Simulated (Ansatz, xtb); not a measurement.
Relative energy of two isomers of C4H6OS

Structure I: `O=C[C@@H]1C[C@H]1S`, a singlet. Structure II: `O=CC1(S)CC1`, a singlet. Both are isolated molecules in the gas phase, relaxed with B3LYP-D3(BJ)/def2-SVP, each in the lowest conformer that the search found.

Energies in hartree; the thermal terms are from GFN2-xTB frequencies at re-optimised GFN2-xTB minima (ideal gas, soft modes damped towards free rotors, one conformer each, 298.15 K, 1 atm) and include the zero-point energy:

|  | I | II |
| --- | --- | --- |
| E, CCSD(T)/def2-SVP | −627.951224 | −627.953922 |
| E, MP2/def2-SVP | −627.869255 | −627.872343 |
| E, MP2/def2-TZVPP | −628.475811 | −628.478177 |
| zero-point energy | 0.086919 | 0.086875 |
| H(298 K) − E | 0.094890 | 0.094763 |
| G(298 K) − E | 0.055359 | 0.055879 |

Q: Correct the CCSD(T) difference for the basis set by the MP2 change, then work out ΔE, ΔE₀, ΔH and ΔG for I → II in kJ/mol (1 Eh = 2625.50 kJ/mol) and the equilibrium ratio [II]/[I].

A: 1. Differences II − I: CCSD(T) −0.002698, MP2 in the small set −0.003088, MP2 in the large set −0.002366 Eh.
2. ΔE = −0.002698 + (−0.002366 − (−0.003088)) = −0.001976 Eh = −5.19 kJ/mol.
3. ΔE₀ = ΔE + ΔZPE = −0.001976 + (−0.000044) Eh = −5.30 kJ/mol.
4. ΔH = ΔE + (−0.000127) Eh = −5.52 kJ/mol.
5. ΔG = ΔE + (+0.000520) Eh = −3.82 kJ/mol, so ΔS = (ΔH − ΔG)/T = −5.7 J/(mol K).
6. kT = 0.9442 mEh, so K = [II]/[I] = exp(−ΔG/kT) = exp(+1.54) ≈ 4.7.

The two are too close for this level to say which is favoured. An error of 4 kJ/mol in ΔG would change K by a factor of 5. Mirror images and further conformers aren't counted.

As drawn, both hold the same kinds of bond in the same numbers.

Other levels gave ΔE = −4.8 (B3LYP-D3(BJ)/def2-SVP); −2.5 (HF/def2-SVP); −8.1 (MP2/def2-SVP); −7.1 (CCSD(T)/def2-SVP) kJ/mol. The correlated steps freeze 10 core orbitals. Programs: Ansatz 0.2.0, xtb 6.7.1.
